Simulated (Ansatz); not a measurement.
Results of PBEsol+SOC (PAW; Ansatz, an electronic-structure program) for fluorite CeO₂.

Settings: plane-wave cutoff 520 eV, 12×12×12 k mesh, Fermi–Dirac smearing 0.01 eV, PAW data made under PBE.

The cell has the measured lattice: a = 5.410 Å, b = 5.410 Å, c = 5.410 Å, α = 90.00°, β = 90.00°, γ = 90.00°.

Question: Predict the band gap, smallest direct gap on the k points sampled and Γ–Γ gap.

Answer: 
band gap: 1.88 eV (indirect)
smallest direct gap on the k points sampled: 1.99 eV
Γ–Γ gap: 2.81 eV

Measured, for comparison: band gap 3 eV (temperature not stated, not corrected to a static lattice, O 2p to Ce 4f, our sources range from 3.00 to 3.20; as tabulated in Tran et al. (2019), arXiv:1908.01820). Computed (rounded) less measured: band gap -1.12 eV (-1.12 eV to -1.32 eV over the range).

Note: cell and atoms aren't relaxed at this level (pressure -1.3 GPa).

The computed numbers hold no vibrational or temperature effects.

Cost on a shared machine: roughly 40 core-seconds.
